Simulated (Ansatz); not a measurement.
A nudged elastic band was laid between two geometries of AlH$_{4}$N (6 atoms, charge 0, multiplicity 1).

Method: RKS PBE-D4/def2-SVP in Ansatz 0.2.0.

| Item | Value |
| --- | --- |
| movable images | 9 |
| climbing image | yes |
| spring | 5.0 eV/Å² |
| optimiser | quadratic models (default) |
| start path | through a guess of the saddle point |
| force threshold | 0.03 eV/Å |
| iteration limit | 60 |
| end points | relaxed |

First end point:

```xyz
6
Properties=species:S:1:pos:R:3
Al 0.566 0.031 0.063
N 0.967 -0.035 1.801
H 0.288 -0.136 2.560
H 1.911 0.020 2.190
H 1.778 0.195 -0.964
H -0.975 -0.075 -0.343
```

Last end point:

```xyz
6
Properties=species:S:1:pos:R:3
Al -0.011 -0.037 -0.698
N 1.291 -0.079 1.140
H 0.925 -0.767 1.816
H 1.253 0.832 1.623
H 2.283 -0.302 0.983
H -1.206 0.354 0.442
```

**Question.** What changes between the two ends?

**Answer.** Bonds broken: Al1–H5. Bonds formed: N2–H5.

**Question.** Give the energies along the band, and the barrier.

**Answer.** The run converged. The highest image is number 4 of 0 to 10, 61.6 kcal/mol above the first end and 30.7 kcal/mol above the last; the last end lies 30.8 kcal/mol above the first. A vibrational analysis at the climbing image gives one clearly imaginary mode, 1287i cm⁻¹: a first-order saddle point. The orbitals stay closed-shell, which can raise the energy where a bond breaks towards radicals; this wasn't checked here.

```tsv
image	path coordinate (Å)	energy (kcal/mol)	Al1–H5 (Å)	N2–H5 (Å)
0	0.00	0.0	1.60	2.89
1	0.49	3.0	1.59	2.70
2	0.99	16.3	1.58	2.38
3	1.48	42.3	1.61	1.95
4	1.98	61.6	1.73	1.46
5	2.39	43.5	2.02	1.10
6	2.81	32.6	2.50	1.03
7	3.22	31.4	2.81	1.03
8	3.64	31.4	2.82	1.03
9	4.05	31.0	2.84	1.03
10	4.47	30.8	2.86	1.03
```

**Question.** What is the geometry of the highest image?

**Answer.** 
```xyz
6
Properties=species:S:1:pos:R:3
Al 0.383 0.527 -0.255
N 1.033 -0.016 1.492
H 0.650 -0.622 2.245
H 1.863 0.471 1.857
H 1.768 -0.370 0.279
H -1.162 0.010 -0.312
```

**Question.** What are the harmonic wavenumbers there?

**Answer.** 1287i, 395, 475, 567, 708, 751, 1096, 1461, 1551, 1746, 3280, 3491 cm⁻¹.

Run time: 2.2 min on 1 thread of Arm Neoverse V1, on a shared host, peak memory 0.1 GiB.
